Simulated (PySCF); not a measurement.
Compound: methylsulfanylsilane, CH6SSi.
SMILES: `CS[SiH3]`

The closed-shell SCF was solved with PySCF and density fitting under several settings on one GFN2-xTB geometry (grid level 2 and gas phase unless stated).

```json
{"settings": "wB97X-D/pcSseg-2, IEF-PCM cyclohexane, grid level 3, damping 0.2 at the start, DIIS from the seventh cycle", "basis functions": "206", "SCF cycles": "11", "E (Eh)": "-729.4502", "HOMO (eV)": "-8.67", "LUMO (eV)": "1.76", "dipole (D)": "1.87"}
{"settings": "CAM-B3LYP/pcSseg-1", "basis functions": "95", "SCF cycles": "10", "E (Eh)": "-729.3661", "HOMO (eV)": "-8.10", "LUMO (eV)": "1.22", "dipole (D)": "1.68"}
```

Q: Estimate the row for these settings: B3LYP/pcSseg-1, grid level 1.

A: 
```tsv
settings	basis functions	SCF cycles	E (Eh)	HOMO (eV)	LUMO (eV)	dipole (D)
B3LYP/pcSseg-1, grid level 1	95	9	-729.4230	-6.55	0.01	1.62
```

Q: Over all rows, what range does the HOMO–LUMO gap span?

A: From 6.56 eV (B3LYP/pcSseg-1, grid level 1) to 10.43 eV (wB97X-D/pcSseg-2, IEF-PCM cyclohexane, grid level 3, damping 0.2 at the start, DIIS from the seventh cycle). The functional of the narrowest has 20 % exact exchange, that of the widest range-separated exact exchange.

Q: And the dipole moment?

A: From 1.62 D (B3LYP/pcSseg-1, grid level 1) to 1.87 D (wB97X-D/pcSseg-2, IEF-PCM cyclohexane, grid level 3, damping 0.2 at the start, DIIS from the seventh cycle); the largest is 1.15 times the smallest, and the median is 1.68 D.

Whole jobs, the steps after the SCF included, on one thread of an Arm Neoverse V1, on a shared host:

```tsv
settings	work after the SCF	wall time	peak memory
wB97X-D/pcSseg-2, IEF-PCM cyclohexane, grid level 3, damping 0.2 at the start, DIIS from the seventh cycle	12 singlets by TDA, 5 Tamm–Dancoff triplets, polarisability	20 s	0.93 GiB
CAM-B3LYP/pcSseg-1	shieldings, charges and field gradients	6.4 s	0.46 GiB
B3LYP/pcSseg-1, grid level 1	shieldings, charges and field gradients	4.2 s	0.46 GiB
```

wB97X-D ran without the empirical dispersion term, which would shift the total energy alone. Cycle counts include a coarse-grid stage where the run had one. Geometry: GFN2-xTB; no vibrations or thermal averaging.
